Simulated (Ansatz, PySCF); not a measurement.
HO, charge -1. Atoms are numbered in the order given.

```xyz
2

O      0.0000     0.0000    -0.1071
H      0.0000     0.0000     0.8564
```
Charge -1, spin multiplicity 1.

Coordinates come from a PBE0-D3(BJ)/def2-TZVPD optimisation.

Estimates of the vertical detachment energy (IE) of the anion in eV. Rows of orbital energies are one-electron estimates, which approximate functionals can put far too low.

```csv
level,IE
"−ε(HOMO), −ε(LUMO), B3LYP/def2-TZVPD (PySCF)",-0.94
"−ε(HOMO), −ε(LUMO), M06-2X/def2-TZVPD (PySCF)",0.74
"−ε(HOMO), −ε(LUMO), PBE/def2-TZVPD (PySCF)",?
EOM-CCSD/aug-cc-pVDZ (PySCF),1.60
ADC(3)/aug-cc-pVDZ (PySCF),2.75
"ΔSCF, CAM-B3LYP/def2-TZVPD (Ansatz), final states of multiplicity 2",1.82
"ΔSCF, PBE/def2-TZVPD (Ansatz), final states of multiplicity 2",1.98
```

Question: Fill in the missing entries. (An estimate is asked for; the answer gives what the named calculation found.)

Answer: 
- −ε(HOMO), −ε(LUMO), PBE/def2-TZVPD (PySCF), IE: -2.11

Question: What vertical singlet–triplet gap does ΔSCF give with CAM-B3LYP/def2-TZVPD (Ansatz, a quantum-chemistry and plane-wave program) and with PBE/def2-TZVPD (Ansatz)? (Estimate from the structure and the level; the computed values follow.)

Answer: 3.43 and 3.51 eV (triplet above singlet where positive).

Question: Give the lowest 1s main lines (those of the lightest heavy element) from CVS-ADC(2)-x/aug-cc-pVDZ (PySCF, non-relativistic), with pole strengths. (An estimate is asked for; the answer gives what the named calculation found.)

Answer: 529.2 eV (1.53).

Question: Beyond the first one, list the lowest photoelectron lines from ADC(3)/aug-cc-pVDZ (PySCF) with their pole strengths (two spins summed). (The exact figures need the calculation; the answer reports its results.)

Answer: 6.99 eV (1.81).
